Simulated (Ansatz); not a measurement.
Active spaces for C3H4, singlet

Computed with Ansatz's Gaussian-basis code (development build). Basis cc-pVDZ, nonrelativistic, no frozen core. State-specific CASSCF; RHF is the lowest restricted (open-shell) Hartree–Fock solution met. Solutions may break the symmetry of the shape. Lower solutions, or ones in other orbitals, may exist.

Geometry. A bond is stretched, to 1.59 times the sum of the covalent radii.

```json
{"atom": "C", "x (Å)": "0.0000", "y (Å)": "0.0000", "z (Å)": "0.1859"}
{"atom": "C", "x (Å)": "0.0000", "y (Å)": "0.0000", "z (Å)": "1.4041"}
{"atom": "C", "x (Å)": "0.0000", "y (Å)": "0.0000", "z (Å)": "-1.2755"}
{"atom": "H", "x (Å)": "0.0000", "y (Å)": "0.0000", "z (Å)": "3.1093"}
{"atom": "H", "x (Å)": "0.0000", "y (Å)": "1.0211", "z (Å)": "-1.6652"}
{"atom": "H", "x (Å)": "0.8843", "y (Å)": "-0.5106", "z (Å)": "-1.6652"}
{"atom": "H", "x (Å)": "-0.8843", "y (Å)": "-0.5106", "z (Å)": "-1.6652"}
```

Problem. What do CASSCF and its corrections give against RHF in CAS(2,2), and what are the occupations?

Solution. CASSCF -1.072 eV, SC-NEVPT2 -11.616 eV; occupations 1.89, 0.11.
